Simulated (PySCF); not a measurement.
Fluorine: a sound run and one with changed settings

Sound run: F [He] 2s2 2p5, F⁺ [He] 2s2 2p4. Calculation: PySCF 2.14, in cc-pVTZ-DK (4s3p2d1f, 30 functions); scalar relativity by spin-free X2C-1e. The sound run starts from symmetry-adapted Hartree-Fock orbitals and uses a fine grid where one is needed.

A second run was set up differently.

```
species  method  sound run (hartree)  changed run (hartree)  converged
      F     UHF            -99.49230              -99.49230        yes
      F   M06-L            -99.82959              -99.82334        yes
      F     LDA            -99.18681              -99.19305        yes
     F⁺     UHF            -98.91757              -98.91757        yes
     F⁺   M06-L            -99.19722              -99.26879        yes
     F⁺     LDA            -98.53010              -98.54693        yes
```

Ionisation energy of F:

```csv
method,sound run (eV),changed run (eV)
UHF,15.639,15.639
M06-L,17.208,15.090
LDA,17.870,17.582
```

Task: What was changed?
A. basis contracted for another Hamiltonian
B. all electrons correlated in a valence basis
C. level shift left on
D. radial grid too coarse

Result: D. It used radial step 0.8 in ln r (0.13 in the sound run). A coarse radial grid mis-integrates the density and the exchange-correlation energy, with errors of either sign; Hartree-Fock needs no grid.
